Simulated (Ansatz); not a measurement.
# SiHO (quartet): the correlation ladder at a displaced geometry (v1), cc-pVDZ

One table from this session's results is given with a row withheld; the runs are named, their logs left out.

Computed with Ansatz 0.2.0, Gaussian basis. Level: cc-pVDZ, core rule «outside noble gas», up to 6 orbitals frozen.

Plan: UHF; CCSD(T) on ROHF; CCSD(T) on UHF; BCCD(T) on ROHF; CISD; CCSDT(Q) on ROHF; CCSDT(Q) on UHF.

35 further runs of the same task are left out: 9 for a known fault of the program, 10 that didn't finish, 16 set aside as unsound or not needed.

## What is computed

The geometry is a PBE0/def2-TZVP stationary point (not a proven minimum) with its atoms shifted at random (size 0.040 Å).

3 atoms, charge 0, spin multiplicity 4.

Atoms are counted from 1 here; the program's logs count them from 0.

Bond lengths: Si1–O2 1.738 Å, Si1–H3 1.507 Å. Angles: O2–Si1–H3 113.4°.

Geometry (Å):

```xyz
3
charge 0, multiplicity 4
Si   -0.0008   -0.0897    0.5973
O    -0.0016    0.0801   -1.1322
H     0.0464    1.2274    1.3282
```

The first run:

Input file in.yaml:

```yaml
crystal:
  periodic: [false, false, false]
  atoms:
    - {symbol: Si, position_ang: [-0.000758, -0.089677, 0.597306]}
    - {symbol: O, position_ang: [-0.001591, 0.080094, -1.132190]}
    - {symbol: H, position_ang: [0.046373, 1.227425, 1.328163]}
basis:
  gaussian: {orbitals: cc-pVDZ}
magnetization: {spin_polarized: true, initial_magnetization: 3}
hamiltonian: {xc: hf}
output: {orbitals: {seedname: orbitals}}
```

Run with:

```console
$ ansatz run in.yaml --threads 1 --pin off --events-out ev --progress --plain --max-ram 2393MiB
```

Among the steps run: UHF; CCSD(T) on ROHF; CCSD(T) on UHF; BCCD(T) on ROHF; CISD; CCSDT(Q) on ROHF; CCSDT(Q) on UHF.

One of the session's tables, all rows but one given; the rest of the session is left out.

```
   method  from UCCSDT(Q) (kJ/mol)
     ROHF                   +628.7
      UHF                   +613.0
     RMP2                    +89.0
     UMP2                    +88.5
     CISD                    +52.4
    RCCSD                    +17.4
    UCCSD                    +17.0
 RCCSD(T)                     +4.0
 UCCSD(T)                     +3.9
  BCCD(T)                     +4.0
   RCCSDT                     +1.3
   UCCSDT                        ?
RCCSDT(Q)                     +0.3
UCCSDT(Q)                        0
```

Estimate the missing values for UCCSDT.

The run gave: from UCCSDT(Q) (kJ/mol): +1.2. In the column «from UCCSDT(Q) (kJ/mol)» it lies between RCCSDT(Q) (+0.3) and RCCSDT (+1.3).

To keep in mind: Restricted and unrestricted rows rest on different reference determinants; where their highest levels disagree by more than a few hundredths of an eV, they describe different states and don't form one ladder.
